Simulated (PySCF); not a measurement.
# C3H6O2 (methyl acetate): the cost of one run

Programs: PySCF 2.14.0, with density-fitted response routines of our own. Each step states its level of theory. These are calculated values for one molecule in the gas phase, unless marked as measured. Atoms are numbered from 0 throughout.

## (1) Starting geometry

11 atoms, charge 0, multiplicity 1; geometry from: MMFF94s. The atoms were then displaced at random by about 0.03 Å, so the start is not that level's minimum.

Bonds of the start (Å): C0–O1 1.49, O1–C2 1.40, C2–C3 1.36, C2–O4 1.24, C0–H5 1.17, C0–H6 1.08, C0–H7 1.02, C3–H8 1.12, C3–H9 1.13, C3–H10 1.14.

## (2) Relaxing the molecule at PBE0-D3(BJ)/def2-SVP

Job settings and geometry (Å):

```
{"job": {"xc": "PBE0", "basis": "def2-SVP", "d3": "d3bj", "grid": 1, "shake": 0.03, "kind": "geom"}, "charge": 0, "multiplicity": 1}
C      1.881850     0.190610     0.160890
O      0.452080     0.146390     0.590610
C     -0.481210    -0.127390    -0.420200
C     -1.705200    -0.206370     0.160270
O     -0.152280    -0.296010    -1.606740
H      1.909590     1.098180    -0.580810
H      2.477180     0.486380     1.015640
H      2.203100    -0.663030    -0.301400
H     -2.515940    -0.422340    -0.575930
H     -2.093730     0.734220     0.652720
H     -1.877380    -1.026150     0.935850
```

On the command line:

```bash
$ OMP_NUM_THREADS=1 python probes_run.py task.json out
```

The driver reads the jobs from task.json and runs them one after another.

Q: Estimate the wall time of this first job on 1 thread of Arm Neoverse V1, shared host.

About 24 s.
